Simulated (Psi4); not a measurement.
# HBS (hydrogen boron sulfide) at 6 levels

Wanted: a comparison of 6 runs (HF/STO-3G, B3LYP/6-31G*, DSD-PBEP86/def2-TZVPPD, HSE06/def2-TZVPPD, TPSSh/def2-TZVPPD, MP3/def2-TZVPPD) of HBS (hydrogen boron sulfide). 

The calculation is run with Psi4 1.11.

## (1) The molecule

The species is HBS (3 atoms), meant as a singlet with charge 0. SMILES: `B=S`. One bond was lengthened or shortened from a relaxed shape.

Bond lengths: B1–S2 1.598 Å, B1–H3 1.351 Å. Angles: S2–B1–H3 180.0°.

## (2) Energy and gradient at HF/STO-3G (run 1)

Contents of job.inp:

```
memory 2.2 GB

molecule molecule1 {
  B      0.009618     0.003218    -0.033820
  S      0.447448     0.165418    -1.561860
  H     -0.360510    -0.133080     1.258530
  symmetry c1
}

set {
  basis         STO-3G
  reference     rhf
  puream        true
  e_convergence 1e-09
  d_convergence 1e-08
  scf_type      pk
}

e_tot, wfn = gradient('scf', return_wfn=True)
print_variables()
```

Started as:

```sh
$ psi4 -i job.inp -o job.out -n 1
```

job.out:

```text
[...]
  Running in c1 symmetry.
[...]
  Nuclear repulsion =   31.324854810120019
[...]
  Multiplicity = 1
[...]
  Nalpha       = 11
  Nbeta        = 11
[...]
    Number of basis functions: 15
[...]
   @RHF iter   1:  -418.01299996847189   -1.21460e+00   2.19681e-02 ADIIS/DIIS
[...]
   @RHF iter   9:  -418.09848791368552   -5.11591e-13   1.44174e-09 DIIS
[...]
    Orbital Energies [Eh]
    ---------------------
    Doubly Occupied:
       1A    -90.702381     2A     -8.611624     3A     -7.393317
       4A     -6.243113     5A     -6.240529     6A     -6.240529
       7A     -0.871000     8A     -0.526674     9A     -0.395520
      10A     -0.290108    11A     -0.290108
[...]
  @RHF Final Energy:  -418.09848791368552
   => Energetics <=
    Nuclear Repulsion Energy =             31.3248548101200193
    One-Electron Energy =                -643.2368794624451311
    Two-Electron Energy =                 193.8135367386396410
    Total Energy =                       -418.0984879136855170
[...]
 Multipole Moments:
 ------------------------------------------------------------------------------------
     Multipole            Electronic (a.u.)      Nuclear  (a.u.)        Total (a.u.)
 ------------------------------------------------------------------------------------
 L = 1.  Multiply by 2.5417464519 to convert [e a0] to [Debye]
 Dipole X            :          0.8128450           -1.2295574           -0.4167124
 Dipole Y            :          0.0834051           -0.1267926           -0.0433875
 Dipole Z            :         -0.0000000           -0.0000000           -0.0000000
 Magnitude           :                                                    0.4189650
[...]
  -Total Gradient:
     Atom            X                  Y                   Z
    ------   -----------------  -----------------  -----------------
       1        0.026565903438     0.002646233794     0.000000000000
       2        0.072234082452     0.007518962175    -0.000000000000
       3       -0.098799985890    -0.010165195969     0.000000000000
[...]
```

Run time: 5.4 s. Hardware: 1 thread of Intel Xeon at 2.50GHz (Skylake/Cascade Lake), shared host; peak memory 0.18 GiB.

## (3) The energy at B3LYP/6-31G(d) (Cartesian functions) (run 2)

Contents of bhs.xyz:

```xyz
3
BHS
B      0.009618     0.003218    -0.033820
S      0.447448     0.165418    -1.561860
H     -0.360510    -0.133080     1.258530
```

Contents of run.py:

```python
import psi4

psi4.set_memory('2200 MB')
psi4.set_num_threads(1)
psi4.core.set_output_file('psi4.out', False)

with open('bhs.xyz') as f:
    atoms = ''.join(f.readlines()[2:])
geom = psi4.geometry('0 1\n' + atoms + 'symmetry c1')

options = {'basis': '6-31G*', 'puream': False, 'e_convergence': 1e-09, 'd_convergence': 1e-08, 'scf_type': 'pk', 'dft_radial_points': 99, 'dft_spherical_points': 590}
psi4.set_options(options)

energy_value, wavefunction = psi4.energy("b3lyp", return_wfn=True)
print(f'total energy {energy_value:.8f} hartree = {energy_value * 27.211386:.5f} eV')
```

Started as:

```sh
$ python run.py
```

psi4.out:

```text
[...]
  Running in c1 symmetry.
[...]
  Nuclear repulsion =   31.324854810120019
[...]
  Multiplicity = 1
[...]
  Nalpha       = 11
  Nbeta        = 11
[...]
    Number of basis functions: 36
[...]
   @RKS iter   1:  -423.58863464792364   -3.25185e-01   7.80752e-03 DIIS/ADIIS
[...]
   @RKS iter   9:  -423.64193808381384   -2.50111e-12   4.53698e-09 DIIS
[...]
    Orbital Energies [Eh]
    ---------------------
    Doubly Occupied:
       1A    -88.878230     2A     -7.943662     3A     -6.831300
       4A     -5.904694     5A     -5.903380     6A     -5.903380
       7A     -0.734776     8A     -0.458354     9A     -0.377578
      10A     -0.301615    11A     -0.301615
[...]
  @RKS Final Energy:  -423.64193808381384
   => Energetics <=
    Nuclear Repulsion Energy =             31.3248548101200193
    One-Electron Energy =                -645.6021538538383311
    Two-Electron Energy =                 214.8460913291034728
    DFT Exchange-Correlation Energy =     -24.2107303691989273
    Empirical Dispersion Energy =           0.0000000000000000
    VV10 Nonlocal Energy =                  0.0000000000000000
    Total Energy =                       -423.6419380838137840
[...]
 Multipole Moments:
 ------------------------------------------------------------------------------------
     Multipole            Electronic (a.u.)      Nuclear  (a.u.)        Total (a.u.)
 ------------------------------------------------------------------------------------
 L = 1.  Multiply by 2.5417464519 to convert [e a0] to [Debye]
 Dipole X            :          0.6586944           -1.2295574           -0.5708629
 Dipole Y            :          0.0675266           -0.1267926           -0.0592660
 Dipole Z            :         -0.0000000           -0.0000000           -0.0000000
 Magnitude           :                                                    0.5739311
[...]
```

The script printed:

```text
total energy -423.64193808 hartree = -11527.88430 eV
```

Run time: 10 s. Hardware: 1 thread of Intel Xeon at 2.50GHz (Skylake/Cascade Lake), shared host; peak memory 0.37 GiB.

Runs 3 to 5 aren't shown in full; the table further down has their settings and results.

## (4) The energy at MP3/def2-TZVPPD (run 6)

Contents of input.in:

```
memory 2200 mb

molecule geom {
  B      0.009618     0.003218    -0.033820
  S      0.447448     0.165418    -1.561860
  H     -0.360510    -0.133080     1.258530
  symmetry c1
}

set globals {
  basis           def2-TZVPPD
  puream          true
  e_convergence   1e-09
  d_convergence   1e-08
  scf_type        pk
  num_frozen_docc 6
  mp_type         conv
}

energy('mp3')
print_variables()
```

Started as:

```sh
$ psi4 -i input.in -o input.out -n 1
```

input.out:

```text
[...]
  Running in c1 symmetry.
[...]
  Nuclear repulsion =   31.324854810120019
[...]
  Multiplicity = 1
[...]
  Nalpha       = 11
  Nbeta        = 11
[...]
    Number of basis functions: 105
[...]
   @RHF iter   1:  -422.79407327222759   -6.83977e-01   2.46389e-03 ADIIS/DIIS
[...]
   @RHF iter  10:  -422.81679542208576   -3.58114e-12   2.58451e-09 DIIS
[...]
    Orbital Energies [Eh]
    ---------------------
    Doubly Occupied:
       1A    -91.944116     2A     -8.952021     3A     -7.692272
       4A     -6.633077     5A     -6.631815     6A     -6.631815
       7A     -0.971693     8A     -0.619208     9A     -0.514929
      10A     -0.404900    11A     -0.404900
[...]
  @RHF Final Energy:  -422.81679542208576
   => Energetics <=
    Nuclear Repulsion Energy =             31.3248548101200193
    One-Electron Energy =                -645.4818102489409739
    Two-Electron Energy =                 191.3401600167352115
    Total Energy =                       -422.8167954220857609
[...]
 Multipole Moments:
 ------------------------------------------------------------------------------------
     Multipole            Electronic (a.u.)      Nuclear  (a.u.)        Total (a.u.)
 ------------------------------------------------------------------------------------
 L = 1.  Multiply by 2.5417464519 to convert [e a0] to [Debye]
 Dipole X            :          0.4820601           -1.2295574           -0.7474972
 Dipole Y            :          0.0492198           -0.1267926           -0.0775728
 Dipole Z            :         -0.0000000           -0.0000000           -0.0000000
 Magnitude           :                                                    0.7515116
[...]
	SCS-MP2 Total Energy (a.u.)        :  -423.08155546613767
	SOS-MP2 Total Energy (a.u.)        :  -423.08170854232048
[...]
	SOS-PI-MP2 Total Energy (a.u.)     :  -423.10208647464623
[...]
	MP2 Total Energy (a.u.)            :  -423.08124931377188
[...]
	SCS-MP3 Total Energy (a.u.)        :  -423.08656239781811
[...]
	MP3 Total Energy (a.u.)            :  -423.10127704049358
[...]
```

Run time: 25 s. Hardware: 1 thread of Intel Xeon at 2.50GHz (Skylake/Cascade Lake), shared host; peak memory 1.4 GiB.

## (5) Overview of the runs

```csv
run,level,task,Cartesian functions,energy (Eh),dipole moment (D),HOMO energy (eV),LUMO energy (eV),wall time
1,HF/STO-3G,gradient,no,-418.098488,1.06,-7.89,7.89,5.4 s
2,B3LYP/6-31G* (Cartesian functions),energy,yes,-423.641938,1.46,-8.21,-1.11,10 s
3,DSD-PBEP86/def2-TZVPPD (density fitting for correlation),energy,no,-423.299874,–,-10.21,0.71,16 s
4,HSE06/def2-TZVPPD,energy,no,-423.500077,1.36,-8.18,-1.64,42 s
5,TPSSh/def2-TZVPPD,energy,no,-423.681380,1.33,-7.95,-1.65,49 s
6,MP3/def2-TZVPPD,energy,no,-423.101277,–,-11.02,1.17,25 s
```

## (6) What came out

| quantity | value |
| --- | --- |
| run 6: total energy | -423.10128 Eh |
| run 6: HOMO energy (Hartree–Fock orbitals) | -11.02 eV |
| run 6: LUMO energy (Hartree–Fock orbitals) | 1.17 eV |
| run 6: HOMO–LUMO gap (Hartree–Fock orbitals) | 12.19 eV |
| run 6: correlation energy (6 core orbitals frozen) | -284.5 mEh |

What this shows: Over runs 1, 2, 4, 5 the dipole moment (its size) runs from 1.06 D (HF/STO-3G) to 1.46 D (B3LYP/6-31G*). The two ends differ in method and basis. Over runs 1, 2, 3, 4, 5 the HOMO–LUMO gap runs from 6.31 eV (TPSSh/def2-TZVPPD) to 15.78 eV (HF/STO-3G). Totals of different functionals can't be ranked against each other. In run 1 the basis is minimal, so the values are rough. All runs together took 2.5 min, the longest 49 s.
